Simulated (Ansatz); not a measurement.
Cost and result up the ladder for AlH2(vinyl) (C₂H₅Al) (8 atoms). The state is a singlet with charge 0. Geometry: PBE0-D4/def2-TZVP.

```xyz
8

Al    0.5387   -0.3703    1.3303
H     0.0353   -0.7283    2.7929
H     2.0882   -0.3281    0.9826
C    -0.6906    0.0406   -0.1104
C    -0.2094    0.3592   -1.3161
H    -1.7752    0.0338   -0.0007
H     0.8603    0.3867   -1.5153
H    -0.8473    0.6064   -2.1633
```

Ansatz on 4 threads of Arm Neoverse V1 on a shared host. Times are rough, and most runs start from the orbitals of an earlier one. ωB97X-V/def2-TZVP serves as the yardstick here, not as an exact answer. Differences are given only for rows in sets of like size (and for xTB, whose basis is part of the method), since another set adds its own error. Binding counts from free atoms at the same level (Al doublet, H doublet, C triplet; other spins of the atoms weren't run), without zero-point energy or a counterpoise term.

LC-ωPBE has ω = 0.4 bohr⁻¹. HSE06 is defined as in plane-wave codes, on full-range PBE exchange. Correlated methods freeze 7 core orbitals.

Correlated methods converge slowly with the basis.

```tsv
level	functions	wall time	binding energy per atom (eV)	difference from ωB97X-V/def2-TZVP (eV)
PBE-D4/def2-SVP	71	0.5 s	3.66	–
PBE0-D4/def2-SVP	71	0.5 s	3.62	–
MP2/def2-TZVP	129	0.55 s	3.50	-0.11
BLYP-D4/def2-TZVP	129	0.8 s	3.59	-0.02
PBE-D4/def2-TZVP	129	0.81 s	3.63	0.03
BHLYP-D4/def2-TZVP	129	0.95 s	3.53	-0.07
LC-ωPBE/def2-TZVP	129	1 s	3.58	-0.03
HSE06-D4/def2-TZVP	129	1.1 s	3.60	-0.01
PBE0-D4/def2-TZVPD	162	1.4 s	3.60	-0.01
r2SCAN-D4/def2-TZVP	129	1.8 s	3.61	0.00
r2SCAN-D4/def2-TZVPD	162	2.4 s	3.61	0.00
ωB97X-V/def2-TZVP	129	2.9 s	3.61	0.00
CCSD(T)/def2-TZVPD	162	9.5 s	3.49	-0.12
CCSD(T)/def2-TZVPP	174	12 s	3.53	-0.08
```
